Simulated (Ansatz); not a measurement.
# HOP, triplet: reading a ladder of total energies

Geometry: a PBE0/def2-TZVP stationary point for this spin, not checked as a minimum.

```xyz
3

O     0.0000   -0.1018    1.0417
P     0.0000    0.0286   -0.5874
H     0.0000    0.7367    1.5146
```

Basis cc-pVTZ; Ansatz 0.2.0. Only valence electrons are correlated (noble-gas cores frozen), which leaves 12 electrons in 72 orbitals. Prefix R: restricted or restricted open-shell reference; prefix U: unrestricted.

Full CI isn't at hand for all of this; UCCSDT(Q) serves as the reference, and is uncertain by about the last step of the cluster series.

Runs differ by some tens of microhartree through their thresholds and, for an open shell, their frozen cores, so steps under 0.03 kcal/mol mean nothing.

| level | total energy (hartree) |
| --- | --- |
| UHF | -416.212018 |
| UMP2 | -416.555023 |
| UCCSD | -416.573754 |
| UCCSD(T) | -416.587796 |
| UCCSDT | -416.588512 |
| UCCSDT(Q) | -416.589250 |

Problem. What is the correlation energy at UCCSDT(Q), and what share of it do UMP2 and UCCSDT recover?

Solution. E(corr) = -416.589250 − (-416.212018) = -0.377232 hartree = -10.265 eV. UMP2: -0.343005 / -0.377232 = 90.93 %. UCCSDT: -0.376494 / -0.377232 = 99.80 %.

Problem. By how many kcal/mol does UCCSD(T) miss UCCSDT(Q) (1 hartree = 627.509 kcal/mol), and which steps make up the rest?

Solution. -416.587796 − (-416.589250) = 0.001454 hartree = 0.91 kcal/mol. Steps: UCCSDT − UCCSD(T) = -0.45, UCCSDT(Q) − UCCSDT = -0.46 kcal/mol. Differences between like states or geometries often cancel part of this.
